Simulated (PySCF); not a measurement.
Molecule: SMILES C(C)[S+](C)(C)=O, [C4H11OS]+.

Cartesian coordinates in Å; atom numbers follow the order of the lines, from 1:
```xyz
17

C    -2.197   -0.041    0.224
C    -0.933   -0.768   -0.187
S     0.516    0.052    0.480
C     1.906   -0.962    0.054
C     0.726    1.566   -0.417
O     0.407    0.272    1.915
H    -3.060   -0.634   -0.111
H    -2.257    0.059    1.317
H    -2.282    0.953   -0.238
H    -0.789   -0.853   -1.276
H    -0.872   -1.774    0.261
H     1.938   -1.141   -1.030
H     2.803   -0.428    0.401
H     1.790   -1.899    0.616
H     0.829    1.369   -1.493
H     1.625    2.046   -0.005
H    -0.155    2.188   -0.203
```

Total charge +1.

Geometry PBE0-D3(BJ)/def2-SVP throughout; GIAO in PySCF 2.14, gas phase, one conformer, non-relativistic; equivalent atoms averaged; functional PBE0.

For orientation, def2-SVP gives these absolute shieldings σ: C2 141.7, C4/C5 156.5, C1 190.2, S3 306.9, O6 241.6, H10/H11 28.25, H12/H13/H14/H15/H16/H17 28.18, H7/H8/H9 29.61 ppm.

A run gave: C2 189.5, C4/C5 202.4, C1 217.6, S3 725.7, O6 256.4, H10/H11 29.50, H12/H13/H14/H15/H16/H17 29.55, H7/H8/H9 30.82 ppm (absolute shieldings σ).

Which basis set was used in that run?
A. 6-31G*
B. STO-3G
C. 6-311+G(2d,p)
D. pcSseg-1

Results:

B. S3 tells them apart best: STO-3G gives 725.7, 6-311+G(2d,p) gives 192.8, 6-31G* gives 266.7, pcSseg-1 gives 220.9 ppm.
